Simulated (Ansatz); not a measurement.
B20 (FeSi-type) FeSi: LDA at its full settings (plane-wave cutoff 520 eV, 8×8×8 k mesh, Fermi–Dirac smearing 0.01 eV, no spin polarisation, scalar-relativistic PAW data made under PBE) and at cheaper ones, in a cell of 8 atoms with Γ-centred meshes.

```tsv
level and setting	lattice parameter a (Å)	bulk modulus (GPa)
LDA (Ansatz)	4.369	251
LDA (Γ point alone) (Ansatz)	4.393	229
LDA (2×2×2 k mesh) (Ansatz)	4.373	249
LDA (4×4×4 k mesh) (Ansatz)	4.369	251
```

Largest shifts from the full settings: lattice constant a +0.55 % (LDA (Γ point alone)), against a difference of -2.54 % of the full result from the reference 4.483 Å (measured, temperature not stated, not corrected to a static lattice; as tabulated in Wikipedia's data pages); bulk modulus -8.8 % (LDA (Γ point alone)), against a difference of +41 % of the full result from the reference 178 GPa (measured, room temperature, not corrected to a static lattice, our sources range from 169 to 185; as tabulated in Study of the compressibility of FeSi, MnSi, and CoS2 (JETP Letters), abstract).

The full settings aren't shown to be converged themselves.

Ansatz's density-functional and Hartree–Fock values are scalar-relativistic unless marked +SOC, with PAW data made under PBE.

Run with cheap settings on purpose, which may leave them unconverged: LDA (2×2×2 k mesh), LDA (4×4×4 k mesh), LDA (Γ point alone).

Ansatz is a first-principles code.
